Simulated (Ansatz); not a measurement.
# Si₂F (doublet): from Hartree-Fock to the top rungs, def2-TZVPP

The task here is to estimate one member of a computed series from the others.

Method: def2-TZVPP, core rule «outside noble gas», up to 11 orbitals frozen; program: Ansatz 0.2.0, Gaussian basis.

To be run: UHF; ROHF; CCSD(T) on UHF.

### What is computed

The geometry is a PBE0/def2-TZVP stationary point (not a proven minimum) of the parent state, kept for this charge and spin.

3 atoms, charge 0, spin multiplicity 2.

Atoms are counted from 1 here; the program's logs count them from 0.

Bond lengths: F1–Si2 1.608 Å, Si2–Si3 2.332 Å. Angles: F1–Si2–Si3 112.2°.

Set-up of the first run:

Input file in.yaml:

```yaml
crystal:
  periodic: [false, false, false]
  atoms:
    - {symbol: F, position_ang: [0.000000, -0.606197, 1.621189]}
    - {symbol: Si, position_ang: [0.000000, 0.594494, 0.550881]}
    - {symbol: Si, position_ang: [0.000000, -0.184433, -1.647532]}
basis:
  gaussian: {orbitals: def2-TZVPP}
magnetization: {spin_polarized: true, initial_magnetization: 1}
hamiltonian: {xc: hf}
output: {orbitals: {seedname: orbitals}}
```

Run with:

```sh
$ ansatz run in.yaml --threads 1 --pin off --events-out ev --progress --plain --max-ram 4096MiB --backend cpu
```

Among the steps run: UHF; ROHF; CCSD(T) on UHF.

One table of the session follows, with a row left open; its other results are not shown here.

It belongs to the step «Misses and costs». 

```
  method  from UCCSD(T) (kJ/mol)
    ROHF                 +1238.7
     UHF                 +1178.8
    UMP2                       ?
   UCCSD                   +47.5
UCCSD(T)                       0
```

**Question.** Estimate the row for UMP2.

The run gave: from UCCSD(T) (kJ/mol): +132.1. In the column «from UCCSD(T) (kJ/mol)» it lies between UCCSD (+47.5) and UHF (+1178.8).

To keep in mind: The determinant is far from a pure spin state, so its energy mixes those of several spin states (harmless only where they are near-degenerate, as at dissociation). Warnings: spin contamination; coupled cluster took another determinant than the lowest.
